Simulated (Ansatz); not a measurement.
doublet OF: levels of theory in one basis

```yaml
atoms:
  - { symbol: O, position_ang: [0.0000, 0.0000, 0.0000] }
  - { symbol: F, position_ang: [0.0000, 0.0000, 1.4894] }
```

Basis set: def2-SVP (spherical functions). Correlated methods keep 2 orbitals frozen. Correlation on ROHF uses semicanonical orbitals with singles. Charge 0, multiplicity 2.

Computed with Ansatz (development build ahead of 0.2.0); each method stands on the lowest determinant of its kind that the runs found.

```
      method  E − E(ROHF) (eV)  <S²> of the determinant
        ROHF              0.00                     0.75
         UHF             -0.49                     1.12
    ROHF-MP2             -9.51                        –
ROHF-CCSD(T)            -10.29                        –
 UHF-CCSD(T)            -10.27                     1.12
```

Task: What does UHF-MP2 give on the same scale?

Result: -8.62 eV.

Task: Is a single determinant a sound starting point here?

Result: It is doubtful. Unrestricted orbitals lower Hartree–Fock by 0.49 eV and <S²> is 1.12 where a pure state has 0.75, a sign of strong static correlation.

Caution for UHF, UHF-MP2, UHF-CCSD(T): the unrestricted determinant is spin contaminated.
